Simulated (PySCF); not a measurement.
## What PySCF settings do for AlCl⁺

Base input, run as `OMP_NUM_THREADS=1 python input.py` with PySCF 2.14:

```python
from pyscf import gto, scf, cc

mol = gto.M(
    atom='Al 0 0 0; Cl 0 0 2.038',
    basis='cc-pcvdz',
    charge=1,
    spin=1,
    symmetry=True,
    verbose=4,
)
mf = scf.UHF(mol)
mf.kernel()
mycc = cc.CCSD(mf, frozen=10)
mycc.kernel()
e = mycc.eeccsd(nroots=8)[0]
print('roots (eV) =', (e*27.211386).round(3))
mf.dip_moment()
print('orbital energies (hartree):', [e[max(0, n-3):n+3].round(4) for e, n in zip(mf.mo_energy, mol.nelec)])
```

Base result: E(SCF) = -701.180828 Eh, 12 cycles, E(CCSD) − E(SCF) = -0.17483 Eh, ⟨S²⟩ = 0.755, excitation roots 0.015, 3.218, 3.218, 3.252, 3.252, 4.759, 4.809, 4.809 eV. The bond length is a typed value, not an optimised one. Spin-unrestricted EOM-EE roots include spin flips and other components of the reference, which can be negative or near zero. The dipole of an ion depends on the origin. No search for the lowest solution was made.

It ran on Intel Xeon Platinum 8259CL @ 2.50GHz (1 thread, shared host) in 15 s, peak memory 0.27 GiB.

Each row names what differs from the base; energies in brackets are changes from the base.

| change | result | wall time (s) |
| --- | --- | --- |
| PCM solvent, dielectric constant: none → 4.71; step after the SCF: eomee → analyze | E(SCF) = -701.280985 Eh (-2.7254 eV), 11 cycles, ⟨S²⟩ = 0.753 | 3.9 |
| PCM solvent, dielectric constant: none → 20.5; step after the SCF: eomee → analyze | E(SCF) = -701.302537 Eh (-3.3119 eV), 11 cycles, ⟨S²⟩ = 0.753 | 4 |
| functional: none (Hartree–Fock) → m06l; SCF type: UHF → UKS; step after the SCF: eomee → analyze | E(SCF) = -702.336593 Eh, 11 cycles, ⟨S²⟩ = 0.752 | 6.2 |
| basis set: cc-pcvdz → x2c-svpall; spin-free X2C: off → on | E(SCF) = -702.776251 Eh, 11 cycles, E(CCSD) − E(SCF) = -0.17136 Eh, ⟨S²⟩ = 0.755, excitation roots 0.012, 3.180, 3.180, 3.215, 3.215, 4.817, 4.865, 4.865 eV | 4.5 |
| initial guess: minao → core (no such guess here, so PySCF falls back to its default) | E(SCF) = -701.180828 Eh (+0.0000 eV), 12 cycles, E(CCSD) − E(SCF) = -0.17483 Eh, ⟨S²⟩ = 0.755, excitation roots 0.015, 3.218, 3.218, 3.252, 3.252, 4.759, 4.809, 4.809 eV | 17 |
| step after the SCF: eomee → eomip; frozen orbitals: 10 → 0; number of roots: 8 → 5 | E(SCF) = -701.180828 Eh (+0.0000 eV), 12 cycles, E(CCSD) − E(SCF) = -0.58905 Eh, ⟨S²⟩ = 0.755, ionisation roots 17.176, 18.245, 18.245, 18.337, 18.337 eV | 17 |
| step after the SCF: eomee → gradient | E(SCF) = -701.180828 Eh (+0.0000 eV), 12 cycles, ⟨S²⟩ = 0.755, gradient on the second atom -0.0031 Eh/bohr | 2.7 |
| basis set: cc-pcvdz → 6-31g* | E(SCF) = -701.142625 Eh (+1.0395 eV), 11 cycles, E(CCSD) − E(SCF) = -0.16558 Eh, ⟨S²⟩ = 0.755, excitation roots 0.012, 3.093, 3.093, 3.128, 3.128, 4.738, 4.792, 4.792 eV | 5.5 |
| charge: 1 → 3 | not converged: SCF after 50 cycles | 13 |
